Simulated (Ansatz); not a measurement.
Two structures, one formula

Two relaxed structures of SiHSO, doublet (PBE0-D4/def2-TZVP; forces vanish, vibrations not checked).

A:

```xyz
4
angstrom
O -0.0970 0.9179 0.0087
Si 0.3324 -0.6553 0.1365
S -0.9127 -2.1310 0.4061
H 0.6093 1.5569 -0.1232
```

B:

```xyz
4
angstrom
O 0.7528 -0.7158 0.3039
Si -0.8869 -1.3353 0.0587
S 0.0259 0.7414 0.5080
H 0.0899 1.2258 -0.7552
```

Ansatz 0.2.0; basis: def2-TZVPP; cores frozen in the correlated methods; orbitals are unrestricted. B3LYP uses VWN-RPA correlation.

**Question.** Which structure is lower at CCSD(T), and by how much? (An estimate is asked for; the value comes from the calculation.)

**Answer.** By the calculation: A, by 61.28 kcal/mol (electronic energy, against the other). By their contacts, A is SiHSO ([OH][Si][S]) and B is SiHSO ([O]1[Si][SH]1).

All methods give the same order:

| method | E(B) − E(A) (kcal/mol) |
| --- | --- |
| PBE-D4 | 57.43 |
| r2SCAN-D4 | 62.80 |
| PBE0-D4 | 59.38 |
| B3LYP-D4 | 60.71 |
| wB97M-V | 59.22 |
| HF | 64.53 |
| MP2 | 64.90 |
| CCSD | 61.24 |
| CCSD(T) | 61.28 |

The T1 diagnostic stays at or below 0.022. ⟨S²⟩ of the unrestricted Hartree–Fock references: 0.77 to 0.78 (a pure state has 0.75).

Labels in which every atom is bracketed show which atoms are joined, not bond orders.

For scale, one of the runs: CCSD(T)/def2-TZVPP, 129 basis functions, launched by `ansatz run in.yaml --threads 2 --pin off --events-out ev --progress --plain --max-ram 4352MiB`. Hardware: 2 CPU threads of an Arm Neoverse V1, shared host. Wall time 34 s; peak host memory 1.2 GiB.
